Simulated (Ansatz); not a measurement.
Write a Python script for Ansatz 0.2.0 through its Python package that makes a geometry optimisation of C₂H₅F₂N, SMILES NCC(F)F. Level of theory: PBE0, def2-SVP basis, multiplicity 1.

```xyz
10

N    -1.4043    0.2942    0.0917
C    -0.2840   -0.4810    0.4518
C     0.9971   -0.0545   -0.2395
F     0.9622   -0.1066   -1.5785
F     1.3092    1.2310    0.0605
H    -1.2352    1.3333    0.2844
H    -1.5188    0.3155   -0.9349
H    -0.4622   -1.5016    0.1872
H    -0.1557   -0.3987    1.5810
H     1.8748   -0.6827    0.0991
```

`opt_c2h5f2n.py`:
```python
# -*- coding: utf-8 -*-
import itertools
import warnings

import ansatz as az
from ase.data import atomic_numbers, covalent_radii
import numpy as np

GEOMETRY = """
N    -1.40430    0.29420    0.09170
C    -0.28400   -0.48100    0.45180
C     0.99710   -0.05450   -0.23950
F     0.96220   -0.10660   -1.57850
F     1.30920    1.23100    0.06050
H    -1.23520    1.33330    0.28440
H    -1.51880    0.31550   -0.93490
H    -0.46220   -1.50160    0.18720
H    -0.15570   -0.39870    1.58100
H     1.87480   -0.68270    0.09910
"""


def main():
    warnings.simplefilter("ignore", az.DeckWarning)

    c2h5f2n = az.Crystal.molecule()
    for line in GEOMETRY.strip().splitlines():
        symbol, *xyz = line.split()
        c2h5f2n = c2h5f2n.atom(symbol, [float(v) for v in xyz])

    base = (
        c2h5f2n.calculation()
        .basis(gaussian="def2-SVP")
        .functional("pbe0")
    )
    symbols = [site.symbol for site in c2h5f2n.cartesian_sites]
    start = np.array([site.position_ang for site in c2h5f2n.cartesian_sites], dtype=float)
    rep = base.relax(force_tolerance=0.02).run(threads=1).report
    end = np.array(rep["positions_ang"])

    print("reference energy %16.6f eV" % rep["reference_energy_ev"])
    print("total energy     %16.6f eV" % rep["free_energy_ev"])
    print("occupied orbitals outside the frozen core (up, down):", rep["n_occupied"], " frozen:", rep["n_frozen"], " virtual:", rep["n_virtual"])

    radius = [covalent_radii[atomic_numbers[s]] for s in symbols]
    span = lambda where, i, j: np.linalg.norm(where[i] - where[j])
    bonded = [(i, j) for i, j in itertools.combinations(range(len(symbols)), 2) if min(span(start, i, j), span(end, i, j)) < 1.2 * (radius[i] + radius[j])]
    print("pair        before    after (A)")
    for i, j in bonded:
        print(f"{symbols[i]}{i}-{symbols[j]}{j}".ljust(10), f"{span(start, i, j):8.4f} {span(end, i, j):8.4f}")
    with open("c2h5f2n_opt.xyz", "w") as handle:
        handle.write(f"{len(symbols)}\nrelaxed C2H5F2N\n")
        handle.writelines(f"{s:2s} {x:11.6f} {y:11.6f} {z:11.6f}\n" for s, (x, y, z) in zip(symbols, end))


if __name__ == "__main__":
    main()
```

```console
$ python opt_c2h5f2n.py
reference energy     -9062.969283 eV
total energy         -9062.969283 eV
occupied orbitals outside the frozen core (up, down): [21, 21]  frozen: 0  virtual: [74, 74]
pair        before    after (A)
N0-C1        1.4091   1.4409
N0-H5        1.0703   1.0186
N0-H6        1.0332   1.0185
C1-C2        1.5169   1.5132
C1-H7        1.0693   1.1029
C1-H8        1.1394   1.1028
C2-F3        1.3405   1.3565
C2-F4        1.3564   1.3570
C2-H9        1.1312   1.1052
```

It writes `c2h5f2n_opt.xyz`:
```text
10
relaxed C2H5F2N
N    -1.410756    0.342261    0.063441
C    -0.275923   -0.459604    0.444662
C     1.026771   -0.053775   -0.209576
F     0.905550   -0.130084   -1.558489
F     1.308446    1.238705    0.093068
H    -1.229197    1.319401    0.286616
H    -1.536290    0.299430   -0.946421
H    -0.462255   -1.518215    0.197745
H    -0.132555   -0.414893    1.537220
H     1.889310   -0.674326    0.094531
```

What to keep in mind:
- Total energies depend on the basis set; only differences at equal settings carry meaning.
- The end point is the stationary point reached from this start; no frequency run checks that it is a minimum, and the basis set is modest.
- Hardware and time: 29 s on 1 thread of Intel(R) Xeon(R) Platinum 8259CL CPU @ 2.50GHz (Skylake/Cascade Lake), on a shared host, peak memory 0.27 GiB.

(A comment or docstring line of the script was reworded after the run, the code is as it ran; lines on the test bed's own set-up are left out of the output.)
